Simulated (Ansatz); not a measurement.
C5H10O2 can be A, `CC(C)(C)C(=O)O`, or B, `CC(=O)OC(C)C`.

Program: Ansatz. Geometries: PBE0-D4/def2-TZVP. ΔE: electronic, gas phase. CCSD(T)/CBS adds triple-zeta CCSD(T) − MP2 to the extrapolated MP2 energy (def2 sets, frozen cores). DFT in def2-TZVPP. B3LYP here is the variant with VWN-RPA as its local correlation; programs differ in this. Each species was taken in one conformer, which may not be the lowest.

(1) Which isomer does CCSD(T)/CBS put lower? Give the gap. (Estimate.)

(2) Give E(B) − E(A) in kJ/mol with HF/def2-TZVPP, B3LYP, CCSD(T)/def2-TZVPP, r2SCAN-D4, BLYP-D4, B2PLYP, ωB97M-V. (An estimate is asked.)

Largest T1 diagnostic: 0.013.

## Answers

(1) Computed: A, by 27.9 kJ/mol.

(2) The calculation gave: HF/def2-TZVPP 8.0, B3LYP 9.2, CCSD(T)/def2-TZVPP 28.1, r2SCAN-D4 20.0, BLYP-D4 15.1, B2PLYP 17.9, ωB97M-V 25.2. None reverses the order clearly.

From PBE to PBE0 (25 % exact exchange), in def2-TZVPP and without D4, E(B) − E(A) moves by +3.5 kJ/mol. The D4 term adds +7.5 kJ/mol with B3LYP and +3.9 kJ/mol with PBE0; it sums over pairs of atoms, weighted by their polarisabilities, and B3LYP, whose exchange is more repulsive, gets the larger term.
